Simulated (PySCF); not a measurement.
**One molecule, a ladder of functionals, a line**

Molecule: SMILES C[PH](C)=O, C₂H₇OP.

Structure with atom numbers: `[CH3:1][PH:2]([CH3:3])=[O:4]`. Hydrogens are named by the atom that carries them.

GIAO shieldings (ppm, equivalent atoms averaged) in PySCF on the PBE0-D3(BJ)/def2-SVP geometry, basis pcSseg-2, gas phase, non-relativistic:

| functional | exact exchange (%) | σ(C1/C3) | σ(P2) | σ(O4) |
| --- | --- | --- | --- | --- |
| BLYP | 0 | 155.3 | 277.8 | 208.2 |
| BP86 | 0 | 159.8 | 291.8 | 216.2 |
| PBE | 0 | 160.0 | 294.4 | 214.1 |
| B3LYP | 20 | 160.0 | 289.2 | 224.0 |
| mPW1PW91 | 25 | 164.9 | 305.6 | 233.4 |
| HF | 100 | 175.0 | 344.3 | 269.8 |

(1) Fit each shielding as a line in the percentage of exact exchange.

(2) What does the line predict for PBE0 (25 %), and what does the run give?

## Answers

(1) σ(C1/C3) = 158.5 + 0.17 x (rms 1.9 ppm); σ(P2) = 286.8 + 0.57 x (rms 6.7 ppm); σ(O4) = 213.8 + 0.57 x (rms 3.4 ppm). The functionals also differ in their semilocal parts, which the line can't hold; Hartree–Fock has no correlation at all.

(2) σ(C1/C3): 162.8 predicted, 165.4 computed; σ(P2): 301.1 predicted, 308.1 computed; σ(O4): 228.1 predicted, 233.0 computed ppm.
